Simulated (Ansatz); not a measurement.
2H WS2 was calculated with LDA in Ansatz (PAW).

Settings: plane-wave cutoff 520 eV, 12×12×4 k mesh (along the axes of the cell as run), no spin polarisation, scalar-relativistic PAW data made under PBE.

Cell (relaxed at this level):

```
WS2
1.0
    3.12675     0.00000     0.00000
   -1.56338     2.70785     0.00000
    0.00000     0.00000    12.15788
W S
2 4
Direct
  0.66667   0.33333   0.75000
  0.33333   0.66667   0.25000
  0.66667   0.33333   0.37848
  0.33333   0.66667   0.87848
  0.33333   0.66667   0.62152
  0.66667   0.33333   0.12152
```

Give the computed Young modulus, elastic constant C13, elastic constant C44, Poisson ratio, Voigt–Reuss–Hill bulk modulus, elastic constant C11, elastic constant C12, elastic constant C33 and elastic constant C66.


* **Young modulus**: 114 GPa
* **elastic constant C13**: 10.4 GPa
* **elastic constant C44**: 20.3 GPa
* **Poisson ratio**: 0.192
* **Voigt–Reuss–Hill bulk modulus**: 61.8 GPa
* **elastic constant C11**: 262 GPa
* **elastic constant C12**: 56.3 GPa
* **elastic constant C33**: 51.1 GPa
* **elastic constant C66**: 103 GPa

Measured, for comparison: elastic constant C33 60 ± 5 GPa (temperature not stated, not corrected to a static lattice; as tabulated in Björkman et al. (2012), arXiv:1206.3542). Computed (rounded) less measured: elastic constant C33 -15 %.

Elastic constants are with the ions relaxed.

Spin–orbit coupling is not included.

Computed values are for the static lattice.

Cost on a shared machine: roughly 24 core-minutes.

Ansatz is a first-principles code.
